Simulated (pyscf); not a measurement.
Thermochemistry of product channels of `[NH2][GaH2]` + `[CH2]=[CH2]` on the singlet surface, in kcal/mol, from ωB97M-D3(BJ)/def2-TZVP energies (ideal gas, 1 atm, RRHO with modes under 100 cm⁻¹ raised to 100, one conformer, R ln 2 for chiral ones without a mode under 150 cm⁻¹). Single points on ωB97X-D3(BJ)/def2-SVP structures (PySCF, gas phase).

```json
[
 {"products": "`[CH3][CH2][GaH][NH2]`", "ΔE": "?", "ΔH(298 K)": "-25.8", "ΔG(298 K)": "-15.8", "ΔG(1200 K)": "+13.0"},
 {"products": "`[CH3][CH2][NH][GaH2]`", "ΔE": "-17.6", "ΔH(298 K)": "-14.4", "ΔG(298 K)": "-3.6", "ΔG(1200 K)": "+28.8"}
]
```

### Question
Some entries are withheld; supply them.

### Answer

- `[CH3][CH2][GaH][NH2]`, ΔE: -29.8

The channel to H₃C–CH₂–GaH–NH₂ turns unfavourable between 298 and 1200 K (ΔG from -15.8 kcal/mol to +13.0 kcal/mol). The channel to H₃C–CH₂–NH–GaH₂ turns unfavourable between 298 and 1200 K (ΔG from -3.6 kcal/mol to +28.8 kcal/mol).

These are energies of the channels, which say nothing of barriers. H₃C–CH₂–GaH–NH₂ lies 10.4 kcal/mol over its isomer H₃C–Ga(CH₃)–NH₂ (electronic energy, ωB97M-D3(BJ)/def2-TZVP). H₃C–CH₂–NH–GaH₂ lies 22.6 kcal/mol over its isomer H₃C–Ga(CH₃)–NH₂ (electronic energy, ωB97M-D3(BJ)/def2-TZVP). Elements up to Kr have no core potential and no relativistic terms here.
